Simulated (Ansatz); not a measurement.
We consider rhombohedral A7 Sb, described by PBEsol (Ansatz, a first-principles code, PAW).

Settings: plane-wave cutoff 520 eV, 16×16×16 k mesh, Fermi–Dirac smearing 0.05 eV, scalar-relativistic PAW data made under PBE.

Starting structure:

```
Sb
1.0
    2.15500     1.24419     3.75667
   -2.15500     1.24419     3.75667
    0.00000    -2.48838     3.75667
Sb
2
Direct
  0.76650   0.76650   0.76650
  0.23350   0.23350   0.23350
```

Q: Into what structure does the relaxation of cell and atoms lead at this level, with the symmetry of the start kept?

A: The volume decreases by 1.4 %; final space group R-3m.
```
Sb
1.0
    2.16010     1.24714     3.68551
   -2.16010     1.24714     3.68551
    0.00000    -2.49427     3.68551
Sb
2
Direct
  0.76404   0.76404   0.76404
  0.23596   0.23596   0.23596
```

Note: the cell comes from a level without a dispersion term, which matters for the spacing of layers, chains or molecules.
